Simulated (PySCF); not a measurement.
Gas-phase reaction: 3 Si2H5 = c-Si3H6 + 3 SiH3

Energies from PySCF (xtb for GFN2), thermal terms from the rigid-rotor harmonic-oscillator model, ideal gas at 1 bar. † marks an energy on the PBE0/def2-TZVP geometry and frequencies; other levels use their own. MP2 and CCSD(T) freeze the core. 6-31G* has spherical d functions here. Open shells (unrestricted): Si2H5 (multiplicity 2), SiH3 (multiplicity 2); the rest are closed-shell singlets. GFN2 has no spin-polarisation term. B3LYP is the form with VWN-RPA correlation. Si2H5, c-Si3H6: computed as isolated molecules; such fragments, hydroxides, amides, oligomers or adducts are transient or little studied in the gas. MP2 isn't extrapolated to the basis-set limit; its ΔH°(298 K) is 153.9 kJ in def2-SVP and 159.1 kJ in def2-TZVPP. CCSD(T) isn't extrapolated to the basis-set limit; its ΔH°(298 K) is 157.8 kJ in def2-SVP and 165.4 kJ in def2-TZVPP. The harmonic model lacks anharmonicity and excited electronic states, which grow with temperature; levels with a mode under 35 cm⁻¹ are left out. Internal rotation in Si2H5 is treated as a harmonic vibration of one conformer, which makes the entropy rough.

```json
[
 {"level": "B3LYP/def2-TZVP†", "ΔE electronic, kJ": "175", "ΔH°(298 K), kJ": "164", "ΔS°(298 K), J/K": "83", "ΔG°(1600 K), kJ": "46"},
 {"level": "BLYP/def2-TZVP†", "ΔE electronic, kJ": "168", "ΔH°(298 K), kJ": "157", "ΔS°(298 K), J/K": "83", "ΔG°(1600 K), kJ": "39"},
 {"level": "CCSD(T)/def2-SVP†", "ΔE electronic, kJ": "168", "ΔH°(298 K), kJ": "158", "ΔS°(298 K), J/K": "83", "ΔG°(1600 K), kJ": "39"},
 {"level": "GFN2-xTB", "ΔE electronic, kJ": "266", "ΔH°(298 K), kJ": "259", "ΔS°(298 K), J/K": "87", "ΔG°(1600 K), kJ": "128"},
 {"level": "HF/6-31G*", "ΔE electronic, kJ": "188", "ΔH°(298 K), kJ": "177", "ΔS°(298 K), J/K": "80", "ΔG°(1600 K), kJ": "62"},
 {"level": "MP2/def2-SVP†", "ΔE electronic, kJ": "164", "ΔH°(298 K), kJ": "154", "ΔS°(298 K), J/K": "83", "ΔG°(1600 K), kJ": "36"},
 {"level": "MP2/def2-TZVPP†", "ΔE electronic, kJ": "169", "ΔH°(298 K), kJ": "159", "ΔS°(298 K), J/K": "83", "ΔG°(1600 K), kJ": "41"},
 {"level": "PBE0/def2-QZVP†", "ΔE electronic, kJ": "175", "ΔH°(298 K), kJ": "165", "ΔS°(298 K), J/K": "83", "ΔG°(1600 K), kJ": "47"},
 {"level": "PBE0/def2-TZVP", "ΔE electronic, kJ": "175", "ΔH°(298 K), kJ": "165", "ΔS°(298 K), J/K": "83", "ΔG°(1600 K), kJ": "46"},
 {"level": "LDA/def2-TZVP†", "ΔE electronic, kJ": "180", "ΔH°(298 K), kJ": "170", "ΔS°(298 K), J/K": "83", "ΔG°(1600 K), kJ": "51"}
]
```
ΔH° is lowest at MP2/def2-SVP† and highest at GFN2-xTB. No reference value is set beside these.
